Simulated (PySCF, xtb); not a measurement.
fluoromethane (CH₃F), SMILES CF.

Harmonic wavenumbers (cm⁻¹) from GFN2-xTB (xtb) at its own minimum, in rising order: 1060, 1133, 1133, 1386, 1448, 1449, 2999, 3006, 3007.

**Question.** What does r2SCAN-D4/def2-TZVP in PySCF give at its own minimum? (Estimate from the structure and the level; the computed values follow.)

**Answer.** 1059, 1194, 1194, 1481, 1489, 1489, 3025, 3115, 3115. Paired by order, the mean absolute difference is 60 cm⁻¹ and the zero-point energies are 23.8 and 24.5 kcal/mol.
